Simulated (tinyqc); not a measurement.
Geometry optimisation on the RHF/sto-6g surface (energies and gradients from PySCF), for H2F+, spin multiplicity 1, step by step. One step of it, computed by the program tinyqc.

Problem. Step 2: move. Quasi-Newton step p = -H^(-1) g (the inverse Hessian comes from BFGS updates; coordinates in the order x, y, z of each atom); steps longer than 0.3 bohr are cut back.

positions after step 1 (bohr):
```
            x          y          z
1F   0.005380  -0.102258  -0.061696
2H  -0.039980   1.599021   1.079990
3H   0.032710  -1.426844   1.083081
```

gradient (hartree/bohr):
```
              x            y            z
1F   0.00314725  -0.12715271  -0.02347338
2H  -0.00189985   0.06954243   0.05831027
3H  -0.00124740   0.05761028  -0.03483688
```

inverse Hessian in use (bohr^2/hartree):
```
           1          2          3          4          5          6          7          8
1   6.664705   0.079270   0.014413   0.001344  -0.050017  -0.036249   0.000617  -0.029253
2   0.079270   3.462662  -0.582573  -0.054325   2.021552   1.465131  -0.024945   1.182452
3   0.014413  -0.582573   6.560759  -0.009892   0.368155   0.266390  -0.004522   0.214418
4   0.001344  -0.054325  -0.009892   6.665756   0.033854   0.024848  -0.000433   0.020471
5  -0.050017   2.021552   0.368155   0.033854   5.408795  -0.924691   0.016163  -0.763681
6  -0.036249   1.465131   0.266390   0.024848  -0.924691   5.996694   0.011400  -0.540440
7   0.000617  -0.024945  -0.004522  -0.000433   0.016163   0.011400   6.666483   0.008782
8  -0.029253   1.182452   0.214418   0.020471  -0.763681  -0.540440   0.008782   6.247895
9   0.021835  -0.882558  -0.160483  -0.014957   0.556536   0.403582  -0.006879   0.326022

           9
1   0.021835
2  -0.882558
3  -0.160483
4  -0.014957
5   0.556536
6   0.403582
7  -0.006879
8   0.326022
9   6.423567
```

Give: positions after step 2.

Solution.

positions after step 2 (bohr):
```
          x        y        z
1F   0.0029  -0.0009  -0.0409
2H  -0.0400   1.6061   1.0325
3H   0.0352  -1.5353   1.1097
```
